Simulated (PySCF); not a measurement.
CHCl₃, charge +1, quartet, at the geometry of the source list (a state made from the parent by changing its charge; the spin is typed, not shown lowest); HF/3-21G (PySCF).

Input for PySCF:
```python
from pyscf import gto, scf

mol = gto.Mole()
mol.atom = '''
    Cl   -0.800000    1.481100   -0.435100
    C     0.002900    0.001100    0.115800
    Cl   -0.902500   -1.429700   -0.405600
    Cl    1.668900   -0.063700   -0.483400
    H     0.030600    0.011200    1.208400
'''
mol.basis = '3-21g'
mol.charge = 1
mol.spin = 3
mol.verbose = 4
mol.build()

mf = scf.UHF(mol)
mf.kernel()
mf.analyze()
```

It wrote (shortened):

```
PySCF version 2.14.0

[INPUT] verbose = 4
[INPUT] num. atoms = 5
[INPUT] num. electrons = 57
[INPUT] charge = 1
[INPUT] spin (= nelec alpha-beta = 2S) = 3
[INPUT] symmetry False subgroup None
[INPUT] Mole.unit = angstrom
[INPUT] Symbol           X                Y                Z      unit          X                Y                Z       unit  Magmom
[INPUT]  1 Cl    -0.800000000000   1.481100000000  -0.435100000000 AA   -1.511780899652   2.798873363093  -0.822219836798 Bohr   0.0
[INPUT]  2 C      0.002900000000   0.001100000000   0.115800000000 AA    0.005480205761   0.002078698737   0.218830285225 Bohr   0.0
[INPUT]  3 Cl    -0.902500000000  -1.429700000000  -0.405600000000 AA   -1.705477827420  -2.701741440291  -0.766472916124 Bohr   0.0
[INPUT]  4 Cl     1.668900000000  -0.063700000000  -0.483400000000 AA    3.153763929287  -0.120375554135  -0.913493608615 Bohr   0.0
[INPUT]  5 H      0.030600000000   0.011200000000   1.208400000000 AA    0.057825619412   0.021164932595   2.283545048924 Bohr   0.0

nuclear repulsion = 263.271923455643
number of shells = 28
number of NR pGTOs = 99
number of NR cGTOs = 50
basis = 3-21g
ecp = {}

******** <class 'pyscf.scf.uhf.UHF'> ********
method = UHF
initial guess = minao
damping factor = 0
level_shift factor = 0
DIIS = <class 'pyscf.scf.diis.CDIIS'>
diis_start_cycle = 1
diis_space = 8
diis_damp = 0
SCF conv_tol = 1e-09
SCF conv_tol_grad = None
SCF max_cycles = 50
direct_scf = True
direct_scf_tol = 1e-13
number electrons alpha = 30  beta = 27
Set gradient conv threshold to 3.16228e-05
init E= -1409.71607294948

cycle= 1 E= -1409.19071641791  delta_E= 0.525  |g|= 0.46  |ddm|= 5.39
cycle= 2 E= -1409.30384557672  delta_E= -0.113  |g|= 0.307  |ddm|= 2.22
cycle= 3 E= -1409.35156206932  delta_E= -0.0477  |g|= 0.0458  |ddm|= 0.606
cycle= 4 E= -1409.3553615275  delta_E= -0.0038  |g|= 0.0235  |ddm|= 0.306
cycle= 5 E= -1409.35678302027  delta_E= -0.00142  |g|= 0.00972  |ddm|= 0.255
cycle= 6 E= -1409.35708790004  delta_E= -0.000305  |g|= 0.00277  |ddm|= 0.155
cycle= 7 E= -1409.35710730016  delta_E= -1.94e-05  |g|= 0.000852  |ddm|= 0.0286
cycle= 8 E= -1409.35711046323  delta_E= -3.16e-06  |g|= 0.000595  |ddm|= 0.0048
cycle= 9 E= -1409.35711221512  delta_E= -1.75e-06  |g|= 0.000707  |ddm|= 0.00228
cycle= 10 E= -1409.35710928973  delta_E= 2.93e-06  |g|= 0.000392  |ddm|= 0.00397
cycle= 11 E= -1409.35710879493  delta_E= 4.95e-07  |g|= 0.000225  |ddm|= 0.00263
cycle= 12 E= -1409.35710887705  delta_E= -8.21e-08  |g|= 0.000146  |ddm|= 0.00145
cycle= 13 E= -1409.35710894641  delta_E= -6.94e-08  |g|= 0.000169  |ddm|= 0.000379
cycle= 14 E= -1409.35710876283  delta_E= 1.84e-07  |g|= 7.7e-05  |ddm|= 0.00136
cycle= 15 E= -1409.35710877125  delta_E= -8.42e-09  |g|= 7.31e-05  |ddm|= 0.000405
cycle= 16 E= -1409.35710877898  delta_E= -7.73e-09  |g|= 7.51e-05  |ddm|= 0.000193
cycle= 17 E= -1409.35710872856  delta_E= 5.04e-08  |g|= 5.13e-05  |ddm|= 0.00154
cycle= 18 E= -1409.35710870399  delta_E= 2.46e-08  |g|= 3.1e-05  |ddm|= 0.00151
cycle= 19 E= -1409.35710869986  delta_E= 4.13e-09  |g|= 1.78e-05  |ddm|= 0.000837
cycle= 20 E= -1409.35710870093  delta_E= -1.06e-09  |g|= 1.43e-05  |ddm|= 0.000203
cycle= 21 E= -1409.35710870156  delta_E= -6.34e-10  |g|= 1.6e-05  |ddm|= 3.56e-05
Extra cycle  E= -1409.35710870375  delta_E= -2.19e-09  |g|= 2.22e-05  |ddm|= 7.35e-05
converged SCF energy = -1409.35710870375  <S^2> = 3.804028  2S+1 = 4.0269234
**** SCF Summaries ****
Total Energy =                       -1409.357108703748281
Nuclear Repulsion Energy =             263.271923455642820
One-electron Energy =                -2458.165179791305491
Two-electron Energy =                  785.536147631914446
Two-electron Coulomb Energy =          873.167020212967941
DFT Exchange-Correlation Energy =      -87.630872581053495
**** MO energy ****
                             alpha | beta                alpha | beta
MO #1   energy= -104.4226237948    | -104.410096289378  occ= 1 | 1
MO #2   energy= -104.422575506184  | -104.410051517636  occ= 1 | 1
MO #3   energy= -104.422258346118  | -104.409734350999  occ= 1 | 1
MO #4   energy= -11.5903798682203  | -11.5595403529053  occ= 1 | 1
MO #5   energy= -10.8166774634708  | -10.8034934171631  occ= 1 | 1
MO #6   energy= -10.8166306264037  | -10.8034501252247  occ= 1 | 1
MO #7   energy= -10.8155288454085  | -10.8023223183297  occ= 1 | 1
MO #8   energy= -8.28316920756971  | -8.26254239489785  occ= 1 | 1
MO #9   energy= -8.28307074345261  | -8.26246946884719  occ= 1 | 1
MO #10  energy= -8.28303764378562  | -8.26244282427895  occ= 1 | 1
MO #11  energy= -8.28159723368884  | -8.25702323518983  occ= 1 | 1
MO #12  energy= -8.28138991086542  | -8.25697391143263  occ= 1 | 1
MO #13  energy= -8.28134663276917  | -8.25690071020543  occ= 1 | 1
MO #14  energy= -8.27555458644906  | -8.25527764937427  occ= 1 | 1
MO #15  energy= -8.27550088646689  | -8.25505131772292  occ= 1 | 1
MO #16  energy= -8.27540714578533  | -8.25501559788857  occ= 1 | 1
MO #17  energy= -1.55462335616598  | -1.46932192044314  occ= 1 | 1
MO #18  energy= -1.42331925155394  | -1.32185463968061  occ= 1 | 1
MO #19  energy= -1.4232653192784   | -1.32182718473093  occ= 1 | 1
MO #20  energy= -1.17834077995864  | -1.08396708745272  occ= 1 | 1
MO #21  energy= -0.994968550801129 | -0.873216044395401 occ= 1 | 1
MO #22  energy= -0.902304263867688 | -0.82998145692445  occ= 1 | 1
MO #23  energy= -0.90229260872828  | -0.829945862313289 occ= 1 | 1
MO #24  energy= -0.791747911856625 | -0.657769908688927 occ= 1 | 1
MO #25  energy= -0.791745759749238 | -0.657747161396341 occ= 1 | 1
MO #26  energy= -0.759373373187427 | -0.632428579153099 occ= 1 | 1
MO #27  energy= -0.754047200718366 | -0.632423015402822 occ= 1 | 1
MO #28  energy= -0.75401435043137  | -0.424288919680873 occ= 1 | 0
MO #29  energy= -0.749311258860691 | -0.411275859830467 occ= 1 | 0
MO #30  energy= -0.453921825236475 | -0.060399487302627 occ= 1 | 0
MO #31  energy= -0.0857594380452874 | -0.0341232986284337 occ= 0 | 0
MO #32  energy= -0.0857394274730063 | -0.0341076032980851 occ= 0 | 0
MO #33  energy= 0.00974794592104766 | 0.0496732953369092 occ= 0 | 0
MO #34  energy= 0.321515528970606  | 0.346200068219352  occ= 0 | 0
MO #35  energy= 0.439160800610129  | 0.475083933925241  occ= 0 | 0
MO #36  energy= 0.439168178258821  | 0.475087962025694  occ= 0 | 0
MO #37  energy= 0.489687239025497  | 0.526701770221845  occ= 0 | 0
MO #38  energy= 0.515570092474696  | 0.551754441896541  occ= 0 | 0

To work with the spin densities directly, `use mulliken_meta_spin()` only printing them here.

 ** Mulliken spin pop alpha/beta on meta-lowdin orthogonal AOs **
 ** Mulliken Spin Density (per AO)  **
spin_pop of  0 Cl 1s       -0.00000
spin_pop of  0 Cl 2s       -0.00000
spin_pop of  0 Cl 3s        0.01497
spin_pop of  0 Cl 4s        0.00336
spin_pop of  0 Cl 2px       0.00001
spin_pop of  0 Cl 2py       0.00001
spin_pop of  0 Cl 2pz       0.00001
spin_pop of  0 Cl 3px       0.30525
spin_pop of  0 Cl 3py       0.21197
spin_pop of  0 Cl 3pz       0.30185
spin_pop of  0 Cl 4px       0.00140
spin_pop of  0 Cl 4py       0.00389
spin_pop of  0 Cl 4pz       0.00151
spin_pop of  1 C 1s        0.00001
spin_pop of  1 C 2s        0.28482
spin_pop of  1 C 3s        0.00483
spin_pop of  1 C 2px      -0.11260
spin_pop of  1 C 2py      -0.11279
spin_pop of  1 C 2pz       0.25948
spin_pop of  1 C 3px      -0.00137
spin_pop of  1 C 3py      -0.00137
spin_pop of  1 C 3pz       0.00570
spin_pop of  2 Cl 1s       -0.00000
spin_pop of  2 Cl 2s       -0.00000
spin_pop of  2 Cl 3s        0.01495
spin_pop of  2 Cl 4s        0.00335
spin_pop of  2 Cl 2px       0.00001
spin_pop of  2 Cl 2py       0.00001
spin_pop of  2 Cl 2pz       0.00001
spin_pop of  2 Cl 3px       0.29539
spin_pop of  2 Cl 3py       0.22446
spin_pop of  2 Cl 3pz       0.29889
spin_pop of  2 Cl 4px       0.00168
spin_pop of  2 Cl 4py       0.00364
spin_pop of  2 Cl 4pz       0.00148
spin_pop of  3 Cl 1s       -0.00000
spin_pop of  3 Cl 2s       -0.00000
spin_pop of  3 Cl 3s        0.01495
spin_pop of  3 Cl 4s        0.00335
spin_pop of  3 Cl 2px       0.00001
spin_pop of  3 Cl 2py       0.00001
spin_pop of  3 Cl 2pz       0.00001
spin_pop of  3 Cl 3px       0.17407
spin_pop of  3 Cl 3py       0.33824
spin_pop of  3 Cl 3pz       0.30644
spin_pop of  3 Cl 4px       0.00485
spin_pop of  3 Cl 4py       0.00040
spin_pop of  3 Cl 4pz       0.00155
spin_pop of  4 H 1s        0.13658
spin_pop of  4 H 2s        0.00474
 ** Mulliken Spin Density (per atom)  **
spin density of  0 Cl =      0.84422
spin density of  1 C =      0.32671
spin density of  2 Cl =      0.84387
spin density of  3 Cl =      0.84388
spin density of  4 H =      0.14132
 ** Mulliken pop alpha/beta on meta-lowdin orthogonal AOs **
 ** Mulliken pop       alpha | beta **
In total            30.00000 | 27.00000
 ** Mulliken atomic charges   ( Nelec_alpha | Nelec_beta ) **
charge of  0Cl =      0.32182  (     8.76120      7.91698 )
charge of  1C =     -0.24616  (     3.28643      2.95972 )
charge of  2Cl =      0.32158  (     8.76115      7.91728 )
charge of  3Cl =      0.32158  (     8.76115      7.91727 )
charge of  4H =      0.28118  (     0.43007      0.28875 )

WARN: System has nonzero charge 1; the dipole moment is origin-dependent.
Location of origin: [0. 0. 0.]

Dipole moment(X, Y, Z, Debye):  0.00873,  0.00483,  0.37619
```
